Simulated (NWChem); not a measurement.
**Si2H6 (disilane): SVWN5/3-21G**

Aim: the vertical ionisation energy of Si2H6 (disilane) at SVWN5/3-21G, from 2 runs. 

Program for the calculation: NWChem 7.3.0.

## 1. The molecule

The species is Si2H6 (8 atoms), meant as a singlet with charge 0. As SMILES, `[SiH3][SiH3]`. The shape is that of a PBE0-D4/def2-TZVP optimisation.

Bond lengths: Si1–Si2 2.338 Å, Si1–H3 1.488 Å, Si1–H4 1.488 Å, Si1–H5 1.488 Å, Si2–H6 1.488 Å, Si2–H7 1.488 Å, Si2–H8 1.488 Å. Some angles: Si1–Si2–H6 110.3°, Si1–Si2–H7 110.3°, Si1–Si2–H8 110.3°, Si2–Si1–H3 110.3°, Si2–Si1–H4 110.3°, Si2–Si1–H5 110.3°, H6–Si2–H7 108.7°, H6–Si2–H8 108.7°, H7–Si2–H8 108.7°, H3–Si1–H4 108.7°.

## 2. A single-point energy at SVWN5/3-21G

The input, geom.nw:

```
start geom
memory stack 880 mb heap 220 mb global 1100 mb
geometry noautosym nocenter noautoz
  Si    -0.340500     0.490200    -1.004900
  Si     0.363500    -0.504400     0.991000
  H      0.833900     0.948200    -1.794900
  H     -1.112900    -0.483900    -1.821900
  H     -1.208000     1.664100    -0.717900
  H      1.139000     0.468600     1.806300
  H      1.228100    -1.680500     0.704000
  H     -0.811000    -0.959200     1.782600
end
basis spherical bse
  * library 3-21G
end
dft
  xc slater vwn_5
  grid fine
  convergence energy 1e-08
  maxiter 100
  mulliken
  print low
end
task dft energy
```

The run is started by

```sh
$ nwchem geom.nw > geom.out
```

Log:

```text
[...]
 d= 0,ls=0.0,diis     1   -577.0702285740 -6.68D+02  1.52D-02  2.93D-01     0.8
[...]
 d= 0,ls=0.0,diis     7   -577.0976346406 -2.86D-11  1.54D-07  6.74D-12     3.1
         Total DFT energy =     -577.097634640644
      One electron energy =     -983.015096784171
           Coulomb energy =      356.612908936221
    Exchange-Corr. energy =      -41.468534527585
 Nuclear repulsion energy =       90.773087734890
[...]
      Total Density - Mulliken Population Analysis
     ---------------------------------------------
    Atom       Charge   Shell Charges
 -----------   ------   -------------------------------------------------------
    1 Si  14    13.93   2.00  1.97  5.85  0.75  1.77  0.72  0.88
    2 Si  14    13.93   2.00  1.97  5.85  0.75  1.77  0.72  0.88
    3 H    1     1.02   0.41  0.62
    4 H    1     1.02   0.41  0.62
    5 H    1     1.02   0.41  0.62
    6 H    1     1.02   0.41  0.62
    7 H    1     1.02   0.41  0.62
    8 H    1     1.02   0.41  0.62
[...]
```

Run time: 3.9 s. Hardware: 1 thread of Intel Xeon Platinum 8259CL at 2.50GHz (Skylake/Cascade Lake), shared host; peak memory 0.12 GiB.

## 3. The doublet cation at the same level

The input, calc.nw:

```
start calc
memory 2200 mb
charge 1

geometry noautosym nocenter noautoz
Si    -0.340500     0.490200    -1.004900
Si     0.363500    -0.504400     0.991000
H      0.833900     0.948200    -1.794900
H     -1.112900    -0.483900    -1.821900
H     -1.208000     1.664100    -0.717900
H      1.139000     0.468600     1.806300
H      1.228100    -1.680500     0.704000
H     -0.811000    -0.959200     1.782600
end

basis spherical bse
* library 3-21G
end

dft
xc slater vwn_5
mult 2
grid fine
convergence energy 1e-08
iterations 100
mulliken
print low
end

task dft energy
```

The run is started by

```sh
$ nwchem calc.nw > calc.out
```

Log:

```text
[...]
 d= 0,ls=0.0,diis     1   -576.6575725075 -6.67D+02  7.17D-03  2.04D-01     1.1
[...]
 d= 0,ls=0.5,diis    14   -576.7038881421 -8.80D-09  8.60D-07  2.76D-10     8.8
[...]
         Total DFT energy =     -576.703888146079
      One electron energy =     -974.506298945116
           Coulomb energy =      348.199346220861
    Exchange-Corr. energy =      -41.170023156714
 Nuclear repulsion energy =       90.773087734890
[...]
      Total Density - Mulliken Population Analysis
     ---------------------------------------------
    Atom       Charge   Shell Charges
 -----------   ------   -------------------------------------------------------
    1 Si  14    13.73   2.00  1.97  5.84  0.82  1.76  0.70  0.63
    2 Si  14    13.73   2.00  1.97  5.84  0.82  1.76  0.70  0.63
    3 H    1     0.92   0.40  0.53
    4 H    1     0.92   0.40  0.53
    5 H    1     0.92   0.40  0.53
    6 H    1     0.92   0.40  0.53
    7 H    1     0.92   0.40  0.53
    8 H    1     0.92   0.40  0.53
[...]
      <S2> =      0.7503 (Exact =     0.7500)
[...]
```

It took 9.9 s on 1 thread of Intel Xeon Platinum 8259CL at 2.50GHz (Skylake/Cascade Lake), shared host; peak memory 0.12 GiB.

## 4. Outcome

Level: SVWN5/3-21G.

| quantity | value |
| --- | --- |
| singlet Si2H6: total energy | -577.09763 Eh |
| doublet cation: total energy | -576.70389 Eh |
| doublet cation: ⟨S²⟩ | 0.750 |
| vertical ionisation energy (to the doublet cation) | 10.714 eV |

The vertical ionisation energy comes to 10.71 eV (247 kcal/mol).
